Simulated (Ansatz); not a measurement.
# CH₄LiO+: single points off equilibrium

Aim: energy, forces and dipole at a structure displaced at random from a GFN2-xTB minimum, from CCSD(T) and from density functionals.

Program: Ansatz 0.2.0, Gaussian basis. Level of theory: single points in def2-TZVPP. These are calculated values, not measurements.

Correlated methods freeze the cores. The outer core shell of Li, Na, Mg and K is correlated.

**1. Where the work starts**

SMILES `[Li][CH2][OH2+]`, 7 atoms, charge 1, spin multiplicity 1.

Atoms are counted from 1 here; the program's logs count them from 0.

Bond lengths: Li1–C2 2.125 Å, C2–O3 1.547 Å, C2–H4 1.130 Å, C2–H5 1.125 Å, O3–H6 0.976 Å, O3–H7 1.035 Å. Angles: Li1–C2–O3 133.8°, Li1–C2–H4 105.1°, Li1–C2–H5 101.5°, O3–C2–H4 101.7°, O3–C2–H5 103.6°, H4–C2–H5 110.1°, C2–O3–H6 108.3°, C2–O3–H7 111.6°, H6–O3–H7 111.6°.

As a file:

```xyz
7
CH4LiO
Li   -1.50480   -1.68480    0.74900
C    -0.43740   -0.13610   -0.23890
O     0.85990    0.64430    0.08160
H    -1.18420    0.70320   -0.36340
H    -0.22080   -0.61210   -1.23530
H     0.72890    1.12670    0.92010
H     1.68160    0.01600    0.12760
```

**2. CCSD(T)/def2-TZVPP**

Contents of run/in.yaml:

```yaml
crystal:
  periodic: [false, false, false]
  atoms:
    - {symbol: Li, position_ang: [-1.504800, -1.684800, 0.749000]}
    - {symbol: C, position_ang: [-0.437400, -0.136100, -0.238900]}
    - {symbol: O, position_ang: [0.859900, 0.644300, 0.081600]}
    - {symbol: H, position_ang: [-1.184200, 0.703200, -0.363400]}
    - {symbol: H, position_ang: [-0.220800, -0.612100, -1.235300]}
    - {symbol: H, position_ang: [0.728900, 1.126700, 0.920100]}
    - {symbol: H, position_ang: [1.681600, 0.016000, 0.127600]}
basis:
  gaussian: {orbitals: def2-TZVPP}
total_charge: 1
correlation: {method: ccsd_t}
output: {forces: true}
```

The command line of these runs was not kept.

**3. PBE0-D4/def2-TZVPP**

run/in.yaml: that of step 2 with these lines changed.

```diff
@@ -13,3 +13,3 @@
 total_charge: 1
-correlation: {method: ccsd_t}
-output: {forces: true}
+hamiltonian: {xc: pbe0, dispersion: d4}
+output: {forces: true, orbitals: {seedname: orbitals}}
```

**4. wB97M-V/def2-TZVPP**

run/in.yaml: that of step 3 with these lines changed.

```diff
@@ -13,3 +13,3 @@
 total_charge: 1
-hamiltonian: {xc: pbe0, dispersion: d4}
-output: {forces: true, orbitals: {seedname: orbitals}}
+hamiltonian: {xc: {name: wB97M-V}}
+output: {forces: true}
```

**5. r2SCAN-D4/def2-TZVPP**

run/in.yaml: that of step 4 with these lines changed.

```diff
@@ -13,3 +13,3 @@
 total_charge: 1
-hamiltonian: {xc: {name: wB97M-V}}
+hamiltonian: {xc: r2scan, dispersion: d4}
 output: {forces: true}
```

**6. PBE-D4/def2-TZVPP**

run/in.yaml: that of step 5 with these lines changed.

```diff
@@ -13,3 +13,3 @@
 total_charge: 1
-hamiltonian: {xc: r2scan, dispersion: d4}
+hamiltonian: {xc: pbe, dispersion: d4}
 output: {forces: true}
```

**7. r2SCAN0-D4/def2-TZVPP**

run/in.yaml: that of step 6 with these lines changed.

```diff
@@ -13,3 +13,3 @@
 total_charge: 1
-hamiltonian: {xc: pbe, dispersion: d4}
+hamiltonian: {xc: {name: r2SCAN0}, dispersion: d4}
 output: {forces: true}
```

**8. wB97X-V/def2-TZVPP**

run/in.yaml: that of step 7 with these lines changed.

```diff
@@ -13,3 +13,3 @@
 total_charge: 1
-hamiltonian: {xc: {name: r2SCAN0}, dispersion: d4}
+hamiltonian: {xc: {name: wB97X-V}}
 output: {forces: true}
```

(Steps that only read results are left out.)

Before running it: what results should come out? Wanted: energy less free atoms, CCSD(T)/def2-TZVPP; RMS force component; RMS force error; HOMO and LUMO, PBE0-D4; T1 diagnostic.

**Answer**, as computed:

| quantity | value |
| --- | --- |
| energy less free atoms, CCSD(T)/def2-TZVPP | -1429.0 kJ/mol |
| RMS force component | 0.819 to 1.020 eV/Å over the methods |
| RMS force error | PBE0-D4 0.102, wB97M-V 0.065, r2SCAN-D4 0.032, PBE-D4 0.201, r2SCAN0-D4 0.146, wB97X-V 0.061 eV/Å |
| HOMO and LUMO, PBE0-D4 | -10.94 and -5.21 eV |
| T1 diagnostic | 0.009 |

Against CCSD(T) the functionals' energies less atoms differ by -78.6 to +1.6 kJ/mol, PBE-D4 by -78.6 kJ/mol. The reference is not at the basis limit: in triple zeta CCSD(T) underbinds, which counts against methods that bind more; the gaps are no ranking. For forces r2SCAN-D4 does best and PBE-D4 worst. Frozen-core CCSD(T) forces in triple zeta carry basis errors of their own, and this is one geometry, so small gaps rank nothing.
